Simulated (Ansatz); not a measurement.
# A cut through the energy surface

CH$_{3}$OSi (SMILES O[C+]=[SiH2]) (charge +1), closed shell, at its PBE0-D4/def2-TZVP minimum:

```
atom    x (Å)    y (Å)    z (Å)
  O1  -0.9549  -1.4710  -0.2921
  C2  -0.2475  -0.4853  -0.0985
 Si3   0.2831   1.1150   0.2352
  H4  -0.4718  -2.3074  -0.4903
  H5   0.6548   1.8587  -0.9761
  H6   0.7363   1.2900   1.6218
```

The dihedral angle O1–C2–Si3–H5 (-100.6° at the minimum) is set to the values below, the two halves turning rigidly about the central bond. Each method's energies count from its own value at the PBE0-D4 minimum structure. Computed with Ansatz 0.2.0 (basis: def2-TZVPP); correlated methods freeze the cores. B3LYP uses VWN-RPA correlation.

CCSD(T) energies along the scan:
```tsv
dihedral angle (°)	CCSD(T) (kJ/mol)
-168.7	77.26
-138.7	25.61
-108.7	1.19
-78.7	8.54
-48.7	46.46
-18.7	105.56
11.3	88.93
41.3	39.87
71.3	16.38
101.3	23.46
131.3	59.82
161.3	113.94
```
They count from the CCSD(T) energy at the PBE0-D4 minimum.

Largest difference from the CCSD(T) curve over the scan: PBE-D4 6.09; B3LYP-D4 2.89; wB97M-V 0.83 kJ/mol. Each curve counts from its own value at the minimum.

The T1 diagnostic stays at or below 0.045. The T1 diagnostic is large here, which may signal multireference character or strong orbital relaxation, so CCSD(T) is less sure. The restricted Hartree–Fock reference is unstable towards an unrestricted one here.

For scale, one of the runs: CCSD(T)/def2-TZVPP, 146 basis functions (an equivalent command: `ansatz run in.yaml --threads 2`). The run took 21 s on 2 CPU threads (shared host), with 0.9 GiB of host memory at its peak.
